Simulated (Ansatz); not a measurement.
Two isomers of C3H7FO2: A = `CC(O)(F)CO`, B = `CCC(O)(O)F`.

Gas-phase electronic energies from Ansatz, PBE0-D4/def2-TZVP geometries. CCSD(T)/CBS adds triple-zeta CCSD(T) − MP2 to the extrapolated MP2 energy (def2 sets, frozen cores). Functionals use def2-TZVPP. Each species was taken in one conformer, which may not be the lowest.

Problem. Which is lower in electronic energy at CCSD(T)/CBS, and by how much? (An estimate is asked.)

Solution. Computed: B, by 35.5 kJ/mol.

Problem. Give E(B) − E(A) in kJ/mol with MP2/def2-TZVPP, PBE0-D4, CCSD/def2-TZVPP, HF/def2-TZVPP, r2SCAN-D4, ωB97M-V, PBE-D4. (Best estimate.)

Solution. The calculation gave: MP2/def2-TZVPP -38.5, PBE0-D4 -38.1, CCSD/def2-TZVPP -37.2, HF/def2-TZVPP -39.9, r2SCAN-D4 -38.9, ωB97M-V -37.5, PBE-D4 -35.3. None reverses the order clearly.

Largest T1 diagnostic: 0.011.
